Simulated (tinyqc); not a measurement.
Inside a calculation. Method: RHF in the sto-6g basis, for H2O, spin multiplicity 1. One step of it, computed by the program tinyqc.

Question. Iteration 1: diagonalisation and new density. Diagonalise F' = X^T F X, C = X C', fill 5 alpha and 5 beta electrons from the bottom; D = 2 C_occ C_occ^T. Each column has its largest component positive (the first on a tie).

Fock matrix F (hartree), order 1O 1s, 1O 2s, 1O 2px, 1O 2py, 1O 2pz, 2H 1s, 3H 1s:
```
[[-22.159949, -5.185664, 0.099078, -0.277757, -0.381377, -0.831845, -0.844787],
 [-5.185664, -2.750342, -0.032835, 0.030726, -0.032588, -0.654363, -0.826386],
 [0.099078, -0.032835, -0.871351, -0.068219, -0.097455, -0.093691, 0.054396],
 [-0.277757, 0.030726, -0.068219, -0.930940, 0.155921, -0.245500, 0.347006],
 [-0.381377, -0.032588, -0.097455, 0.155921, -0.796250, -0.147588, -0.223525],
 [-0.831845, -0.654363, -0.093691, -0.245500, -0.147588, -0.302150, -0.259936],
 [-0.844787, -0.826386, 0.054396, 0.347006, -0.223525, -0.259936, -0.412391]]
```

X, order 1O 1s, 1O 2s, 1O 2px, 1O 2py, 1O 2pz, 2H 1s, 3H 1s:
```
[[1.022164, -0.130724, 0.000000, -0.000145, -0.005503, 0.016514, 0.016209],
 [-0.130724, 1.131587, 0.000000, 0.001836, 0.055011, -0.202375, -0.196541],
 [0.000000, 0.000000, 1.000000, 0.000000, 0.000000, 0.000000, 0.000000],
 [-0.000145, 0.001836, 0.000000, 1.064867, 0.000831, -0.163061, 0.159825],
 [-0.005503, 0.055011, 0.000000, 0.000831, 1.027332, -0.100707, -0.098204],
 [0.016514, -0.202375, 0.000000, -0.163061, -0.100707, 1.106433, -0.045572],
 [0.016209, -0.196541, 0.000000, 0.159825, -0.098204, -0.045572, 1.101954]]
```

Give: F' = X^T F X; orbital energies; coefficients C; D after iteration 1.

Answer.

F' = X^T F X (hartree):
```
[[-21.8600, -2.4577, 0.1054, -0.3082, -0.3972, -0.0932, -0.1967],
 [-2.4577, -1.8280, -0.0473, 0.0336, 0.0635, -0.1769, -0.3673],
 [0.1054, -0.0473, -0.8714, -0.0488, -0.0984, -0.0769, 0.0709],
 [-0.3082, 0.0336, -0.0488, -0.8569, 0.1508, -0.1728, 0.2274],
 [-0.3972, 0.0635, -0.0984, 0.1508, -0.7675, -0.0825, -0.1218],
 [-0.0932, -0.1769, -0.0769, -0.1728, -0.0825, -0.0795, -0.1335],
 [-0.1967, -0.3673, 0.0709, 0.2274, -0.1218, -0.1335, -0.1039]]
```

orbital energies (hartree): [-22.1720, -1.6492, -1.0360, -0.9403, -0.6190, -0.0918, 0.1409]

coefficients C, order 1O 1s, 1O 2s, 1O 2px, 1O 2py, 1O 2pz, 2H 1s, 3H 1s:
```
[[0.9989, -0.2363, -0.0249, -0.0034, -0.0396, 0.0803, 0.0152],
 [0.0039, 1.0205, 0.1155, -0.0111, 0.0483, -0.5563, -0.1160],
 [-0.0045, 0.0490, 0.0992, 0.8862, -0.4392, 0.0356, 0.0911],
 [0.0158, -0.1012, 0.8035, 0.1209, 0.5098, -0.0908, 0.4973],
 [0.0181, -0.0355, -0.5232, 0.4181, 0.6821, -0.4022, -0.0316],
 [-0.0065, -0.0625, 0.0159, 0.0926, 0.1011, 0.8612, -0.7345],
 [0.0047, 0.0478, -0.0876, -0.0631, 0.0994, 0.6776, 0.8986]]
```

D after iteration 1, order 1O 1s, 1O 2s, 1O 2px, 1O 2py, 1O 2pz, 2H 1s, 3H 1s:
```
[[2.1116, -0.4839, -0.0085, -0.0019, 0.0221, 0.0070, -0.0163],
 [-0.4839, 2.1145, 0.0608, 0.0258, -0.1365, -0.1162, 0.0884],
 [-0.0085, 0.0608, 1.9809, -0.0841, 0.0344, 0.0724, -0.2119],
 [-0.0019, 0.0258, -0.0841, 1.8610, -0.0365, 0.1634, -0.0642],
 [0.0221, -0.1365, 0.0344, -0.0365, 1.8309, 0.2028, 0.1713],
 [0.0070, -0.1162, 0.0724, 0.1634, 0.2028, 0.0460, -0.0004],
 [-0.0163, 0.0884, -0.2119, -0.0642, 0.1713, -0.0004, 0.0477]]
```
